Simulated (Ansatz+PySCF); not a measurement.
Values are calculated unless marked as measured or tabulated.
This PySCF input gave a total energy of -352.19862 hartree.

```python
from pyscf import gto, scf

mol = gto.M(atom="""
N 0.000000 0.000000 0.504590
F 1.314740 0.000000 -0.130820
F -0.657370 1.138600 -0.130820
F -0.657370 -1.138600 -0.130820
""", basis='def2-svp', charge=0, spin=0)
mf = scf.UHF(mol)
mf.kernel()
print(mf.converged, mf.e_tot, mf.spin_square()[0])
```

Task: Write an input for Ansatz with the same method and basis set.

Result:

```yaml
crystal:
  periodic: [false, false, false]
  atoms:
    - { symbol: "N", position_ang: [0.0, 0.0, 0.50459] }
    - { symbol: F, position_ang: [1.31474, 0.0, -0.13082] }
    - { symbol: F, position_ang: [-0.65737, 1.1386, -0.13082] }
    - { symbol: F, position_ang: [-0.65737, -1.1386, -0.13082] }
basis:
  gaussian: { orbitals: def2-SVP }
magnetization:
  spin_polarized: true
hamiltonian:
  xc: hf
scf:
  omitted_lower_state_checks: [stability, starts, atomic_configurations, cluster_reference, orbital_swaps, given_window_search, neighbouring_geometries, increment]
```

Ansatz (development build ahead of 0.2.0) gave -352.19862 hartree, 0.03 meV from the first.
